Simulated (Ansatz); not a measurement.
# Zinc, hcp: convergence with Fermi-Dirac smearing

Computed with Ansatz, r²SCAN, scalar-relativistic PAW, on the relaxed cell (a = 2.619 Å, c = 4.839 Å (c/a = 1.848); spin not included). Errors count from a run at 500 eV on a Γ-centred 23×23×11 mesh with Fermi-Dirac smearing of 0.1 eV, extrapolated to zero width. Fixed here: cutoff 500 eV, mesh 14×14×7. The SCF starts from atomic densities corrected by a trained network.

| width (eV) | E(σ→0) error (meV/atom) | F error (meV/atom) | P (GPa) | SCF iterations |
| --- | --- | --- | --- | --- |
| 0.01 | 2.0 | 2.0 | -0.02 | 6 |
| 0.03 | 2.0 | 1.8 | -0.02 | 6 |
| 0.1 | 2.6 | -1.0 | 0.04 | 6 |
| 0.2 | 2.6 | -11.9 | 0.18 | 6 |
| 0.3 | 2.9 | -30.1 | 0.42 | 6 |
| 1.0 | 41.2 | -409.3 | 4.74 | 6 |

**Question.** What does the run at 0.6 give (width)?

**Answer.** E(σ→0) error (meV/atom): 11.1; F error (meV/atom): -134.8; P (GPa): 1.78; SCF iterations: 6.
